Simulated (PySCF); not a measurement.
## Ionisation of B(H2S)H3

Molecule: B(H2S)H3, `[H]B([H])([H])<-S` (BH5S). Optimised structure (Å), atoms numbered from 1:
```
B     0.1195   -0.1932   -0.8455
S     0.1205   -0.2211    1.1485
H     0.5299    1.0241    1.4881
H    -1.1660    0.0468    1.4750
H     1.3177   -0.2227   -1.0635
H    -0.4634    0.8184   -1.1813
H    -0.4498   -1.2453   -1.0765
```

Computed at TPSSh-D3(BJ)/ma-def2-SVP // PBE0-D3(BJ)/def2-SVP with PySCF (density fitting, grid level 3). The prefix ma- adds one diffuse s and one diffuse p function on all atoms but H. Thermal corrections: GFN2-xTB frequencies, unscaled, ideal gas at 298.15 K and 1 bar, quasi-RRHO entropy. These were taken at the GFN2-xTB minima.

Frontier levels of the parent: HOMO -7.71 eV, LUMO -0.78 eV.

Oxidation to the radical cation:
| Property | Result |
| --- | --- |
| Vertical ionisation energy (electronic) | 10.74 eV |
| Adiabatic ionisation energy (with zero-point energy) | 9.57 eV |
| Adiabatic, electronic part | 9.64 eV |
| Vertical gap at the product's structure | 7.50 eV |
| Inner reorganisation energy (four-point) | 3238 meV |
| Relaxation of product / of parent | 1100 / 2138 meV |
| ⟨S²⟩ of the product | 0.754 |
| Largest spin populations | B1 0.58, H7 0.21, H6 0.21 |
| Largest changes of atomic charge | H6 0.23, H7 0.23, B1 0.18, S2 0.13 |
| Distances that move most (Å) | B1–S2 1.994 → 1.893; B1–H7 1.218 → 1.280; B1–H6 1.215 → 1.275; B1–H5 1.218 → 1.192 |

Note: ma-def2-SVP is a small basis, whose errors can reach tens of kJ/mol.
